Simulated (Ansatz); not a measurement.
Relaxation of H$_{7}$NOSi (10 atoms, charge 0, multiplicity 1), to a largest force component of 0.03 eV/Å in at most 50 steps.

Theory: RKS PBE0/6-31G* (Ansatz 0.2.0).

```xyz
10
Properties=species:S:1:pos:R:3
Si 0.144 -0.081 -0.066
H 0.000 0.027 1.394
H 1.606 -0.258 -0.345
H -0.323 1.130 -0.777
N -0.826 -1.450 -0.584
H -0.471 -2.368 -0.341
H -1.127 -1.442 -1.550
O -2.503 0.186 1.058
H -2.314 -0.603 0.519
H -1.831 0.101 1.771
```

**Question.** Where does it end, and by what steps?

**Answer.** The forces met the threshold. The force dipped under the threshold on the way, but the program's further checks kept it going. After 13 steps the energy has fallen by 0.187 eV; H10 moved furthest, 0.86 Å.

```tsv
step	energy less start (eV)	largest force component (eV/Å)	accepted
0	0.0000	0.859	yes
1	-0.1070	0.420	yes
2	-0.1487	0.398	yes
3	-0.1410	0.702	no
4	-0.1663	0.288	yes
5	-0.1758	0.126	yes
6	-0.1820	0.104	yes
7	-0.1845	0.043	yes
8	-0.1839	0.287	no
9	-0.1854	0.026	yes
10	-0.1847	0.408	no
11	-0.1865	0.100	yes
12	-0.1860	0.215	no
13	-0.1869	0.011	yes
```

```xyz
10
Properties=species:S:1:pos:R:3
Si 0.397 -0.077 -0.166
H 0.561 0.042 1.306
H 1.749 -0.339 -0.751
H -0.134 1.175 -0.756
N -0.786 -1.339 -0.469
H -0.547 -2.271 -0.150
H -1.130 -1.398 -1.421
O -2.832 0.101 1.024
H -2.280 -0.529 0.518
H -2.645 -0.123 1.944
```

Whether the end is a true minimum wasn't checked by a vibrational analysis.

The run took 34 s on 1 thread of Intel(R) Xeon(R) 6975P-C (Granite Rapids), with other jobs on the host, peak memory 0.15 GiB.
